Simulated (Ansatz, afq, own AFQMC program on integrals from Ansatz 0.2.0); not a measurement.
**Where AFQMC and coupled cluster stand for AlGeH₂, quartet**

```xyz
4

Ge    0.0000    0.0064    0.7385
Al    0.0000    0.1242   -1.8499
H     0.0000    1.2617   -0.4306
H     0.0000   -5.0480   -3.2678
```

Connectivity, by distances: Ge–Al ··· H, 1 bridging H.

Basis cc-pVDZ. Only valence electrons are correlated. Integrals, coupled cluster, full CI and functionals: Ansatz 0.2.0; the random walks run on the same integrals in our own AFQMC program. ph-AFQMC/CISD is guided by a CISD state made of CCSD amplitudes; releasing the constraint for a short imaginary time cuts its bias at the price of noise, slowly where states lie close. ± is one standard error of the sampling. No spin–orbit coupling.

Determinant: UHF, the one that the program's search chose, which needn't be the lowest solution. The geometry is a point of a scan.

No full CI on the walks' own integrals is used here; CCSDT(Q) serves as the reference and is uncertain by about the last step of the cluster series.

Cautions: no relativity below Rb; no spin-orbit coupling; inner d shell frozen; lower spins were not checked; unrestricted determinant slightly spin contaminated (⟨S²⟩ 3.84 against 3.75).

The T1 diagnostic is 0.0372, the weight of the determinant in the CISD state is 0.850 and the ⟨S²⟩ of the determinant is 3.843. The size of the correlated space is 9 electrons in 36 orbitals.

Reference: CCSDT(Q), correlation energy -4.153 eV. The released energy is read at 2.40 1/Eh (meV from the phaseless value at times in 1/Eh: -1 ± 16 at 0.24, -1 ± 14 at 0.51, 3 ± 11 at 0.99, -12 ± 13 at 1.62, -2 ± 13 at 2.40).

| level | E − E(reference) (kcal/mol) | share of correlation (%) |
| --- | --- | --- |
| HF | 95.77 | 0.00 |
| MP2 | 26.39 | 72.45 |
| CCSD | 4.78 | 95.01 |
| CCSD(T) | 1.20 | 98.74 |
| CCSDT | 0.24 | 99.75 |
| ph-AFQMC/CISD | 0.30 ± 0.36 | 99.68 |
| released AFQMC | 0.26 ± 0.29 | 99.73 |

A walk keeps the symmetry of its determinant, which the program's search chose and which needn't be the lowest solution, so a lower state of the same spin and another symmetry isn't excluded. Released energies are given only where the last usable release times agree within the noise; a slower fall can still hide under it.
